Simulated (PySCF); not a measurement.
Breaking a bond: LiH, singlet.

- UKS-TPSSh = PySCF with unrestricted TPSSh/6-31G
- UKS-LDA (SVWN5) = unrestricted LDA (SVWN5)/6-31G in PySCF
- NEVPT2 = SC-NEVPT2 on CASSCF(2,2)/6-31G, all electrons correlated run with PySCF 2.14.0
- RHF/6-31G (PySCF)
- UKS-M06-2X = unrestricted M06-2X/6-31G run with PySCF 2.14.0

Energies are in kcal/mol, each relative to the lowest point of its own curve near equilibrium.

| R / Å | UKS-TPSSh | UKS-LDA (SVWN5) | NEVPT2 | RHF | UKS-M06-2X |
|---|---|---|---|---|---|
| 1.21 | 21.3 | 21.7 | 23.2 | 22.6 | 20.6 |
| 1.28 | 13.5 | 13.9 | 15.2 | 14.4 | 12.9 |
| 1.34 | 8.6 | 9.0 | 10.1 | 9.3 | 8.1 |
| 1.44 | 3.3 | 3.6 | 4.3 | 3.6 | 3.0 |
| 1.51 | 1.2 | 1.4 | 1.9 | 1.4 | 1.0 |
| 1.57 | 0.3 | 0.4 | 0.7 | 0.4 | 0.2 |
| 1.60 | 0.1 | 0.1 | 0.3 | 0.1 | 0.0 |
| 1.66 | 0.0 | 0.0 | 0.0 | 0.0 | 0.1 |
| 1.69 | 0.2 | 0.1 | 0.0 | 0.1 | 0.3 |
| 1.74 | 0.6 | 0.5 | 0.2 | 0.6 | 0.8 |
| 1.85 | 2.5 | 2.2 | 1.6 | 2.6 | 2.9 |
| 1.98 | 5.8 | 5.2 | 4.1 | 6.0 | 6.4 |
| 2.17 | 11.8 | 10.8 | 9.0 | 12.4 | 12.7 |
| 2.40 | 19.8 | 18.3 | 15.5 | 21.2 | 21.1 |
| 2.66 | 28.8 | 26.8 | 22.6 | 31.5 | 30.7 |
| 2.90 | 35.6 | 34.1 | 28.3 | 40.8 | 39.1 |
| 3.23 | 41.7 | 41.9 | 34.4 | 52.8 | 47.2 |
| 3.55 | 45.7 | 47.2 | 38.1 | 63.4 | 51.5 |
| 3.91 | 48.8 | 51.2 | 40.5 | 74.0 | 53.9 |
| 4.36 | 51.4 | 54.4 | 41.8 | 85.4 | 54.8 |
| 4.79 | 52.8 | 56.3 | 42.4 | 94.6 | 54.8 |
| 5.55 | 54.2 | 58.0 | 42.7 | 107.2 | 54.7 |
| 6.33 | 54.9 | 58.7 | 42.8 | 115.8 | 54.6 |

At the longest distance, 6.33 Å, RHF lies highest above its minimum (115.8 kcal/mol) and NEVPT2 lowest (42.8 kcal/mol).

The unrestricted determinant behind UKS-TPSSh is spin-contaminated at 2.90 to 6.33 Å (<S²> up to 0.9, against 0.00 for a pure singlet). The unrestricted determinant behind UKS-LDA (SVWN5) is spin-contaminated at 2.90 to 6.33 Å (<S²> up to 1.0, against 0.00 for a pure singlet). The restricted form behind RHF keeps the bonding electrons paired and can't separate into open-shell fragments. The unrestricted determinant behind UKS-M06-2X is spin-contaminated at 3.23 to 6.33 Å (<S²> up to 1.0, against 0.00 for a pure singlet).
